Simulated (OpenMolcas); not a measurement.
# BNH4 (SMILES BN) at 6 levels

Wanted: a comparison of 6 runs (UHF/STO-3G, B2PLYP/STO-3G, B3LYP/STO-3G, PBE0/STO-3G, UB3LYP/STO-3G, CCSD(T)/STO-3G) of BNH4. 

The calculation is run with OpenMolcas 26.06.

1 further run of the same task is left out (set aside as unsound or not needed).

## Step 1: The structure to begin with

BNH4: 6 atoms, total charge 0, spin state singlet. SMILES: `BN`. The N2–H5 distance was set to 1.257 Å, away from the relaxed value.

Bond lengths: B1–N2 1.385 Å, B1–H3 1.197 Å, B1–H4 1.197 Å, N2–H6 1.006 Å. Angles: B1–N2–H6 123.2°, N2–B1–H3 119.0°, N2–B1–H4 119.0°, H3–B1–H4 122.0°. A long bond or contact: N2–H5 1.257 Å.

## Step 2: The energy at UHF/STO-3G (run 1)

Contents of job.inp:

```
>>> EXPORT MOLCAS_PRINT=2
&GATEWAY
BasLib = $CurrDir
Coord
6
angstrom
B       -0.061286      -0.838649       0.157270
N        0.213014       0.518351       0.193670
H        0.292714      -1.527049       1.070370
H       -0.645086      -1.287749      -0.786330
H       -0.121600       1.313700      -0.720800
H        0.698914       0.962351       0.954170
Basis = STO-3G
Group = NoSym
&SEWARD
&SCF
UHF
Thresholds = 1e-10 1e-07 1e-07 1e-05
Scramble = 0.25
PrOrbitals = 1 1
```

The basis set STO-3G is read from a file made from the Basis Set Exchange's data (not shown).

Started as:

```sh
export MOLCAS_MEM=1860
pymolcas job.inp > job.log
```

The log of the run:

```text
--- Start Module: gateway ---
[...]
--- Stop Module: gateway /rc=_RC_ALL_IS_WELL_ ---
--- Start Module: seward ---
[...]
      Basis functions           14
--- Stop Module: seward /rc=_RC_ALL_IS_WELL_ ---
--- Start Module: scf ---
[...]
       Convergence after  16 Iterations
[...]
::    Total SCF energy                                -80.4215285174
[...]
      Total spin, S                                    -0.0000000000
[...]
      Total electronic charge=   16.000000
      Total            charge=   -0.000000
[...]
      Dipole Moment (debye):
      Origin of the operator (angstrom)=    0.0873   -0.0867    0.1709
                   X=  3.3858E-01               Y=  1.7843E+00               Z=  6.7262E-03           Total=  1.8161E+00
      Quadrupole Moment (debye*angstrom):
[...]
--- Stop Module: scf /rc=_RC_ALL_IS_WELL_ ---
[...]
```

Run time: 1.8 s. Hardware: 1 thread of Arm Neoverse V1, shared host; peak memory 0.37 GiB.

## Step 3: A single-point energy at B2PLYP/STO-3G (run 2)

Contents of job.inp:

```
* BH4N Kohn-Sham DFT
&GATEWAY
BASLIB=$CurrDir
COORD
6
angstrom
B       -0.061286      -0.838649       0.157270
N        0.213014       0.518351       0.193670
H        0.292714      -1.527049       1.070370
H       -0.645086      -1.287749      -0.786330
H       -0.121600       1.313700      -0.720800
H        0.698914       0.962351       0.954170
BASIS=STO-3G
GROUP=NoSym
&SEWARD
GRIDINPUT
Grid=UltraFine
End of Grid
&SCF
KSDFT=B2PLYP_SCF
THRESHOLDS=1e-10 1e-07 1e-07 1e-05
PRORBITALS=1 1
&MBPT2
FROZEN=2
```

The basis set STO-3G is read from a file made from the Basis Set Exchange's data (not shown).

Started as:

```sh
export MOLCAS_MEM=1860
pymolcas job.inp > job.log
```

The log of the run:

```text
--- Start Module: gateway ---
[...]
--- Stop Module: gateway /rc=_RC_ALL_IS_WELL_ ---
[...]
      Basis functions           14
[...]
--- Start Module: scf ---
[...]
       Convergence after  10 Iterations
[...]
::    Total KS-DFT energy                             -80.7788643105
[...]
      Total spin, S                                     0.0000000000
[...]
      Total electronic charge=   16.000000
      Total            charge=   -0.000000
[...]
      Dipole Moment (debye):
      Origin of the operator (angstrom)=    0.0873   -0.0867    0.1709
                   X=  3.9569E-01               Y=  2.0483E+00               Z=  2.0819E-02           Total=  2.0863E+00
      Quadrupole Moment (debye*angstrom):
[...]
--- Stop Module: scf /rc=_RC_ALL_IS_WELL_ ---
[...]
--- Start Module: mbpt2 ---
[...]
 ###    WARNING: MP2 implementation intended for RHF references only         ###
 ###############################################################################
MBPT2 WARNING: Reference function according to RunFile:KS-DFT
I'll assume you know what you're doing and continue
WARNING!
Default frozen orbitals as non valence orbitals is overwritten by user input.
Default values:   2
[...]
       Reference weight ( Cref**2 )         =        0.92813
::    Total MBPT2 energy                              -80.9131798711
[...]
      Total MBPT2 calculations                           0.04      0.03
--- Stop Module: mbpt2 /rc=_RC_ALL_IS_WELL_ ---
[...]
```

It took 5.4 s on 1 thread of Arm Neoverse V1, shared host; peak memory 0.37 GiB.

## Step 4: The energy at B3LYP/STO-3G (run 3)

Contents of job.inp:

```
>>> EXPORT MOLCAS_PRINT=2

&gateway
  baslib = $CurrDir
  coord
  6
  angstrom
  B       -0.061286      -0.838649       0.157270
  N        0.213014       0.518351       0.193670
  H        0.292714      -1.527049       1.070370
  H       -0.645086      -1.287749      -0.786330
  H       -0.121600       1.313700      -0.720800
  H        0.698914       0.962351       0.954170
  basis = STO-3G
  group = NoSym

&seward
  gridinput
  Grid=UltraFine
  End of Grid

&scf
  ksdft = B3LYP
  thresholds = 1e-10 1e-07 1e-07 1e-05
  prorbitals = 1 1
```

The basis set STO-3G is read from a file made from the Basis Set Exchange's data (not shown).

Started as:

```sh
export MOLCAS_MEM=1860
pymolcas job.inp > job.log
```

The log of the run:

```text
--- Start Module: gateway ---
[...]
--- Stop Module: gateway /rc=_RC_ALL_IS_WELL_ ---
--- Start Module: seward ---
[...]
      Basis functions           14
--- Stop Module: seward /rc=_RC_ALL_IS_WELL_ ---
--- Start Module: scf ---
[...]
       Convergence after  11 Iterations
[...]
::    Total KS-DFT energy                             -80.9664676754
[...]
      Total spin, S                                     0.0000000000
[...]
      Total electronic charge=   16.000000
      Total            charge=   -0.000000
[...]
      Dipole Moment (debye):
      Origin of the operator (angstrom)=    0.0873   -0.0867    0.1709
                   X=  4.3730E-01               Y=  2.2210E+00               Z=  3.8105E-02           Total=  2.2640E+00
      Quadrupole Moment (debye*angstrom):
[...]
--- Stop Module: scf /rc=_RC_ALL_IS_WELL_ ---
[...]
```

It took 5.1 s on 1 thread of Arm Neoverse V1, shared host; peak memory 0.37 GiB.

Runs 4 to 5 aren't shown in full; the table further down has their settings and results.

## Step 5: The energy at CCSD(T)/STO-3G (run 6)

Contents of job.input:

```
&GATEWAY
BASLIB=$CurrDir
COORD
6
angstrom
B       -0.061286      -0.838649       0.157270
N        0.213014       0.518351       0.193670
H        0.292714      -1.527049       1.070370
H       -0.645086      -1.287749      -0.786330
H       -0.121600       1.313700      -0.720800
H        0.698914       0.962351       0.954170
BASIS=STO-3G
GROUP=NoSym
&SEWARD
&SCF
THRESHOLDS=1e-10 1e-07 1e-07 1e-05
PRORBITALS=1 1
&RASSCF
FILEORB=$Project.ScfOrb
SPIN=1
NACTEL=0 0 0
INACTIVE=8
RAS2=0
OUTORBITALS=Canonical
ORBLISTING=Nothing
&MOTRA
JOBIPH
FROZEN=2
&CCSDT
CCT
TRIPLES=2
ITERATIONS=80
ACCURACY=1e-08
EXTRAPOLATION=5 4
```

The basis set STO-3G is read from a file made from the Basis Set Exchange's data (not shown).

Started as:

```sh
export MOLCAS_MEM=1860
pymolcas job.input > job.log
```

The log of the run:

```text
--- Start Module: gateway ---
[...]
--- Stop Module: gateway /rc=_RC_ALL_IS_WELL_ ---
[...]
      Basis functions           14
[...]
       Convergence after  10 Iterations
[...]
::    Total SCF energy                                -80.4215285174
[...]
      Total spin, S                                     0.0000000000
[...]
      Number of active orbitals                  0
[...]
      Spin quantum number                      0.0
[...]
      Active orbitals                            0
[...]
      Number of CSFs                             1
[...]
      Number of root(s) required                 1
[...]
      Convergence after  4 iterations
[...]
      Natural orbitals and occupation numbers for root  1
      ************************************************************************************************************************
      *                                                    Final results                                                     *
      ************************************************************************************************************************
[...]
::    RASSCF root number  1 Total energy:    -80.42152852
[...]
      Total electronic charge=   16.000000
      Total            charge=   -0.000000
[...]
      Dipole Moment (debye):
      Origin of the operator (angstrom)=    0.0873   -0.0867    0.1709
                   X=  3.3858E-01               Y=  1.7843E+00               Z=  6.7261E-03           Total=  1.8161E+00
      Quadrupole Moment (debye*angstrom):
[...]
--- Start Module: motra ---
[...]
      *** WARNING: Default frozen orbitals is overwritten by user input.
      *** Default values:   2
[...]
--- Stop Module: motra /rc=_RC_ALL_IS_WELL_ ---
--- Start Module: ccsdt ---
[...]
      Convergence after                    14  Iterations
      Total energy (diff) :     -80.55599043      -0.00000000
[...]
 METHOD                       : CCSD+T(CCSD)+<T3(1)WT1> = CCSD(T)
[...]
       CCSD     =       -80.5559904318631
[...]
--- Stop Module: ccsdt /rc=_RC_ALL_IS_WELL_ ---
[...]
```

Run time: 2.2 s. Hardware: 1 thread of Arm Neoverse V1, shared host; peak memory 0.37 GiB.

## Step 6: Overview of the runs

| run | level | scramble | frozen core orbitals | energy (Eh) | dipole moment (D) of the reference | HOMO energy (eV) | LUMO energy (eV) | wall time |
| --- | --- | --- | --- | --- | --- | --- | --- | --- |
| 1 | UHF/STO-3G | 0.25 | – | -80.421529 | 1.82 | -10.03 | 9.26 | 1.8 s |
| 2 | B2PLYP/STO-3G | – | 2 | -80.815130 | 2.09 | -7.68 | 6.07 | 5.4 s |
| 3 | B3LYP/STO-3G | – | – | -80.966468 | 2.26 | -6.07 | 3.90 | 5.1 s |
| 4 | PBE0/STO-3G | – | – | -80.862108 | 2.29 | -6.32 | 4.23 | 4.5 s |
| 5 | UB3LYP/STO-3G | 0.25 | – | -80.966468 | 2.26 | -6.07 | 3.90 | 8.1 s |
| 6 | CCSD(T)/STO-3G | – | 2 | -80.558630 | 1.82 | -10.03 | 9.26 | 2.2 s |

## Step 7: Summary of results

| quantity | value |
| --- | --- |
| run 6: total energy | -80.55863 Eh |
| run 6: dipole moment (mean-field density) | 1.82 D |
| run 6: HOMO energy (Hartree–Fock orbitals) | -10.03 eV |
| run 6: LUMO energy (Hartree–Fock orbitals) | 9.26 eV |
| run 6: HOMO–LUMO gap (Hartree–Fock orbitals) | 19.28 eV |
| run 6: correlation energy (2 core orbitals frozen) | -137.1 mEh |
| run 6: (T) correction | -2.64 mEh |

Over runs 1, 2, 3, 4, 5 the dipole moment (its size) runs from 1.82 D (UHF/STO-3G) to 2.29 D (PBE0/STO-3G). Over runs 1, 2, 3, 4, 5 the HOMO–LUMO gap runs from 9.97 eV (B3LYP/STO-3G) to 19.28 eV (UHF/STO-3G). For B2PLYP the log adds the whole second-order term; the table takes 0.27 of it, as the functional is defined. Totals of different functionals can't be ranked against each other. In runs 1, 2, 3, 4, 5, 6 the basis is minimal, so the values are rough. All runs together took 27 s, the longest 8.1 s.
